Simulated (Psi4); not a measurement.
# NS (SMILES [N]=S): UMP2/6-311+G(d,p) (density fitting, density fitting for correlation, sweep point 7)

Aim: the vertical doublet–quartet gap of NS at UMP2/6-311+G** (density fitting, density fitting for correlation, sweep point 7), from 2 runs. 

Program for the calculation: Psi4 1.11.

13 further runs of the same task are left out: 12 that didn't finish, 1 set aside as unsound or not needed.

## Step 1: The molecule

The species is NS (2 atoms), meant as a doublet with charge 0. As SMILES, `[N]=S`. The coordinates come from a PBE0-D4/def2-TZVP relaxation.

Bond lengths: N1–S2 1.486 Å.

## Step 2: A single-point energy at UMP2/6-311+G(d,p) (density fitting, density fitting for correlation, sweep point 7)

The input, calc.dat:

```
memory 1600 mb

molecule mol {
  0 2
  N      0.000000     0.000000    -0.011220
  S      0.000000     0.000000     1.474400
  symmetry c1
}

set basis 6-311+G**
set reference uhf
set puream true
set scf_type df
set num_frozen_docc 6
set maxiter 100

E, wfn = energy("mp2", return_wfn=True)
```

Command:

```
psi4 -i calc.dat -o calc.out -n 1
```

calc.out:

```text
[...]
  Running in c1 symmetry.
[...]
  Nuclear repulsion =   39.894352253631489
[...]
  Multiplicity = 2
[...]
  Nalpha       = 12
  Nbeta        = 11
[...]
    Number of basis functions: 52
[...]
   @DF-UHF iter   1:  -451.84839511362418   -5.39575e-01   7.05875e-03 ADIIS/DIIS
[...]
   @DF-UHF iter  19:  -451.92324517375266   -3.92220e-12   8.37329e-09 DIIS
[...]
   @S^2 Observed:                8.318151980E-01
[...]
    Orbital Energies [Eh]
    ---------------------
    Alpha Occupied:
       1A    -92.034987     2A    -15.670594     3A     -9.038043
       4A     -6.721738     5A     -6.721605     6A     -6.717754
       7A     -1.265289     8A     -0.833966     9A     -0.623814
      10A     -0.568723    11A     -0.503233    12A     -0.367287
    Alpha Virtual:
      13A      0.024649    14A      0.064761    15A      0.080439
      16A      0.090872    17A      0.092430    18A      0.196642
      19A      0.218754    20A      0.238686    21A      0.238712
      22A      0.298797    23A      0.410013    24A      0.413068
      25A      0.516836    26A      0.860873    27A      0.909313
[...]
  @DF-UHF Final Energy:  -451.92324517375266
   => Energetics <=
    Nuclear Repulsion Energy =             39.8943522536314887
    One-Electron Energy =                -702.2480258917576066
    Two-Electron Energy =                 210.4304284643734491
    Total Energy =                       -451.9232451737526617
  UHF NO Occupations:
  HONO-2 :   10  A 1.9940674
  HONO-1 :   11  A 1.9667131
[...]
 Multipole Moments:
 ------------------------------------------------------------------------------------
     Multipole            Electronic (a.u.)      Nuclear  (a.u.)        Total (a.u.)
 ------------------------------------------------------------------------------------
 L = 1.  Multiply by 2.5417464519 to convert [e a0] to [Debye]
 Dipole X            :          0.0000000            0.0000000            0.0000000
 Dipole Y            :          0.0000000            0.0000000            0.0000000
 Dipole Z            :          0.6687487            0.0149414            0.6836902
 Magnitude           :                                                    0.6836902
[...]
```

It took 2.9 s on 1 thread of Intel Xeon at 2.70GHz, shared host; peak memory 0.19 GiB.

## Step 3: The quartet at the same level

The input, job.dat:

```
memory 1600 MB

molecule geom {
  0 4
  N      0.000000     0.000000    -0.011220
  S      0.000000     0.000000     1.474400
  units angstrom
  symmetry c1
}

set reference uhf
set puream true
set scf_type df
set num_frozen_docc 6
set maxiter 100

energy('mp2/6-311+G**')
```

Command:

```
psi4 -n 1 job.dat job.out
```

job.out:

```text
[...]
  Running in c1 symmetry.
[...]
  Nuclear repulsion =   39.894352253631489
[...]
  Multiplicity = 4
[...]
  Nalpha       = 13
  Nbeta        = 10
[...]
    Number of basis functions: 52
[...]
   @DF-UHF iter   1:  -451.74444607626640   -4.35626e-01   6.01763e-03 ADIIS/DIIS
[...]
   @DF-UHF iter  14:  -451.82816302463277   -4.20641e-12   8.53576e-09 DIIS
[...]
   @S^2 Observed:                3.796034150E+00
[...]
    Orbital Energies [Eh]
    ---------------------
    Alpha Occupied:
       1A    -92.017353     2A    -15.709023     3A     -9.018162
       4A     -6.703868     5A     -6.702168     6A     -6.702168
       7A     -1.333688     8A     -0.925963     9A     -0.665173
      10A     -0.659548    11A     -0.659548    12A     -0.375599
      13A     -0.375599
    Alpha Virtual:
      14A      0.068560    15A      0.081914    16A      0.096370
      17A      0.096370    18A      0.175327    19A      0.205956
      20A      0.205956    21A      0.237596    22A      0.292347
      23A      0.423155    24A      0.423155    25A      0.507649
[...]
  @DF-UHF Final Energy:  -451.82816302463277
   => Energetics <=
    Nuclear Repulsion Energy =             39.8943522536314887
    One-Electron Energy =                -702.2261473449420919
    Two-Electron Energy =                 210.5036320666778522
    Total Energy =                       -451.8281630246327722
  UHF NO Occupations:
  HONO-2 :   11  A 1.0000000
  HONO-1 :   12  A 1.0000000
[...]
 Multipole Moments:
 ------------------------------------------------------------------------------------
     Multipole            Electronic (a.u.)      Nuclear  (a.u.)        Total (a.u.)
 ------------------------------------------------------------------------------------
 L = 1.  Multiply by 2.5417464519 to convert [e a0] to [Debye]
 Dipole X            :          0.0000000            0.0000000            0.0000000
 Dipole Y            :          0.0000000            0.0000000            0.0000000
 Dipole Z            :         -0.1811510            0.0149414           -0.1662096
 Magnitude           :                                                    0.1662096
[...]
```

It took 3.9 s on 1 thread of Intel Xeon at 2.70GHz, shared host; peak memory 0.19 GiB.

## Step 4: Results

At UMP2/6-311+G** (density fitting, density fitting for correlation, sweep point 7), 6 core orbitals frozen:

```
                                                           quantity          value
                                              doublet: total energy  -452.20571 Eh
doublet: HOMO energy (Hartree–Fock orbitals) (highest over α and β)       -9.99 eV
 doublet: LUMO energy (Hartree–Fock orbitals) (lowest over α and β)        0.45 eV
               doublet: correlation energy (6 core orbitals frozen)     -282.5 mEh
                         doublet: ⟨S²⟩ of the reference determinant          0.832
                                              quartet: total energy  -452.06231 Eh
quartet: HOMO energy (Hartree–Fock orbitals) (highest over α and β)      -10.22 eV
 quartet: LUMO energy (Hartree–Fock orbitals) (lowest over α and β)       -1.64 eV
               quartet: correlation energy (6 core orbitals frozen)     -234.1 mEh
                         quartet: ⟨S²⟩ of the reference determinant          3.796
                   vertical energy of the quartet above the doublet       3.902 eV
```

At this shape the quartet lies 3.90 eV (90 kcal/mol) above the doublet.
